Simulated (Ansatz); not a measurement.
A structure relaxed at PBE0-D4/def2-TZVP in Ansatz, charge 0, doublet:

```xyz
8

C    -0.217   -0.474   -0.620
C     0.374   -0.567    0.711
C    -0.160    0.731    0.311
H     0.431   -0.497   -1.491
H    -1.103    1.064    0.736
H     1.343   -0.884    1.062
H    -1.197   -0.913   -0.790
H     0.528    1.540    0.082
```

Question: Give its formula and point group.

Answer: C3H5. Point group Cs (tolerance 0.1 Å).

Question: Summarise the bond lengths by kind (pairs closer than 1.2 times the sum of covalent radii, bridged metal pairs left out).

Answer: 3 × C–C 1.46 to 1.52 Å; 5 × C–H 1.08 to 1.09 Å.

Another isomer (doublet) lies 1.10 eV lower at PBE0-D4/def2-TZVP; other spin states weren't run for this one.
